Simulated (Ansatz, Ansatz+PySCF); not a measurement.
```xyz
6

C    -0.0229    0.0238   -0.7029
C     0.0451   -0.0141    0.6490
H     0.0071   -0.9752   -1.2178
H    -0.0247    0.8992   -1.2697
H     0.0182   -0.9572    1.2018
H     0.0414    0.9100    1.2587
```

RHF-MP2 on singlet C2H4 was run in several spherical basis sets with Ansatz (development build ahead of 0.2.0). Frozen core: 2 orbitals.

Problem. Rank the basis sets by the total energy that they give, lowest first, with the distance from the lowest.
A. cc-pVTZ
B. STO-3G
C. def2-TZVP
D. def2-SVP
E. aug-cc-pVDZ
F. cc-pVDZ
G. 6-31G
H. 6-31G(d)

Solution. A (0.00 eV), C (0.28 eV), E (1.90 eV), F (2.27 eV), H (3.18 eV), D (3.98 eV), G (5.84 eV), B (32.77 eV).

Totals follow the description of the cores as much as that of the bonds, so this order isn't one of quality for chemistry.
